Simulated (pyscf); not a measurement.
This saddle point was located with ωB97X-D3(BJ)/def2-SVP in PySCF.

```
O
Si 1 1.6452
O 2 1.6806 1 102.89
H 3 0.9668 2 115.14 1 -1.16
H 1 1.3937 2 163.04 3 3.85
O 5 1.1176 1 120.60 2 174.10
H 6 0.9694 5 106.58 1 100.25
H 6 1.1129 7 106.32 5 70.59
```

Surface: singlet, charge 0. Lowest wavenumbers (cm⁻¹): 1751i, 63, 93, 207, 335.

Task: Name the species on either side of this saddle.

Result: HO–Si:–OH [singlet] + H₂O <-> HO–Si:–OH [singlet] + H₂O, a four-centre exchange read from left to right: H–O, H–O broken and H–O, H–O formed. At CCSD(T)/def2-TZVPP + ΔMP2(QZVPP) it lies +1.77 eV from the left side and +1.77 eV from the right (each side as separated species at their lowest minima found). On the reactant side the descent ends in a complex, 0.30 eV under the separated species and 1.99 eV under the saddle at ωB97X-D3(BJ)/def2-TZVP. On the product side the descent ends in a complex, 0.32 eV under the separated species and 2.01 eV under the saddle at ωB97X-D3(BJ)/def2-TZVP. The same reactants have a lower exit, to HO–SiH(OH)–OH (barrier +1.01 eV at ωB97M-D3(BJ), against +1.65 eV here). One saddle was located; it need not be the lowest between these sides. The CCSD(T) − MP2 part came from Ansatz, without density fitting, on the same reference.
